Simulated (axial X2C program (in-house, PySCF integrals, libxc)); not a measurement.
# BS: from Re and ωe to a spectrum

A bond curve at the PBE0 level, with spin–orbit coupling, was computed with an axial X2C code built on PySCF integrals (basis S dyall-av3z [9s8p3d2f], B dyall-v3z [7s6p2d1f] (cores contracted in-house)) for the state Ω = 1/2 (⟨Sz⟩ = 0.50, ⟨Lz⟩ = 0.00 at PBE0). Its fit gives Re = 1.6097 Å, ωe = 1199.6 cm⁻¹, ωexe = 5.88 cm⁻¹ and αe = 5.490e-03 cm⁻¹; the masses are 31.9721 and 11.0093 u. Two-component means X2C with spin–orbit coupling and atomic mean-field Coulomb and Gaunt terms.

(1) Find the reduced mass, Be and the force constant.

(2) The dipole moment p changes by 2.93 D/Å at Re. What harmonic infrared intensity follows?

(3) Estimate the centrifugal constant by the Kratzer relation.

(4) A Morse curve ties αe to the other constants (Pekeris). How well does that hold?

(5) Where do the fundamental and the first overtone lie?

One determinant describes the state; a PBE0 search over occupations chose it and may have missed a lower one. Density functionals use the spin component along the axis (collinear).

Results:

(1) From the PBE0 values: μ = 8.1894 u. Be = 16.8576/(μ Re²) = 0.7944 cm⁻¹. k = 5.8918×10⁻⁷ μ ωe² = 6.94 mdyn/Å.

(2) I = 42.256 × (dp/dR)²/μ = 44 km/mol.

(3) D = 4Be³/ωe² = 1.39e-06 cm⁻¹.

(4) αe(Morse) = 6Be²/ωe × (√(ωexe/Be) − 1) = 5.431e-03 cm⁻¹; the PBE0 curve gives 5.490e-03 cm⁻¹, a ratio of 0.99.

(5) ν(1←0) = ωe − 2ωexe = 1187.8 cm⁻¹; ν(2←0) = 2ωe − 6ωexe = 2363.9 cm⁻¹.
